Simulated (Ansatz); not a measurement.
# CHO₃S radical: geometry and frequencies at several levels

The task, for CHO₃S radical: geometry and frequencies at several levels. Spin multiplicity 2.

Method: the levels named in each step, in Ansatz 0.2.0.

**1. The starting structure**

Bond lengths: O1–S2 1.444 Å, S2–O3 1.645 Å, S2–C4 2.099 Å, C4–O5 1.161 Å, O3–H6 0.964 Å. Angles: O1–S2–O3 108.0°, O1–S2–C4 97.5°, O3–S2–C4 95.8°, S2–O3–H6 113.9°, S2–C4–O5 113.1°.

Structure file:

```xyz
6

O     0.5285    1.4628    0.1250
S    -0.2235    0.4860   -0.6269
O     0.8151   -0.6977   -1.1020
C    -1.0131   -0.5686    1.0069
O    -0.2386   -1.2675    1.5159
H     1.6427   -0.7120   -0.6084
```

**2. A rough first relaxation, PBE-D4/def2-SVP**

File input.yaml:

```yaml
crystal:
  periodic: [false, false, false]
  atoms:
    - { symbol: O, position_ang: [0.52855, 1.46276, 0.12498] }
    - { symbol: S, position_ang: [-0.22353, 0.48605, -0.62693] }
    - { symbol: O, position_ang: [0.81506, -0.69766, -1.10196] }
    - { symbol: C, position_ang: [-1.01309, -0.56861, 1.00685] }
    - { symbol: O, position_ang: [-0.23859, -1.26751, 1.51592] }
    - { symbol: H, position_ang: [1.64274, -0.712, -0.60842] }
magnetization:
  spin_polarized: true
  initial_magnetization: 1
basis:
  gaussian: { orbitals: def2-SVP }
hamiltonian:
  xc: pbe
  dispersion: d4
relax:
  f_tol: 0.03
  max_steps: 200
```

On the command line:

```
$ ansatz run input.yaml --threads 2 --pin off --max-ram 5120MiB --backend cpu --events-out ev --progress --plain --runs-dir out
```

Further steps of the session: Relaxation, HF/STO-3G; Frequencies, HF/STO-3G; Relaxation, HF/6-31G*; Frequencies, HF/6-31G*; Relaxation, LDA/def2-SVP; Frequencies, LDA/def2-SVP; Relaxation, PBE-D4/def2-SVP; Frequencies, PBE-D4/def2-SVP.

**Question.** What will these runs give? Wanted: O1–S2 at PBE-D4/def2-SVP; S2–O3 at PBE-D4/def2-SVP; C4–O5 at PBE-D4/def2-SVP; frequencies at PBE-D4/def2-SVP.

The runs gave:

```
                      quantity            value
      O1–S2 at PBE-D4/def2-SVP          1.514 Å
      S2–O3 at PBE-D4/def2-SVP          1.687 Å
      C4–O5 at PBE-D4/def2-SVP          1.144 Å
frequencies at PBE-D4/def2-SVP  30 to 3592 cm⁻¹
```

**Reading.** The O–S distance spreads over 0.198 Å, from HF/6-31G* (shortest) to HF/STO-3G. No mode is imaginary, so the geometry is a minimum.
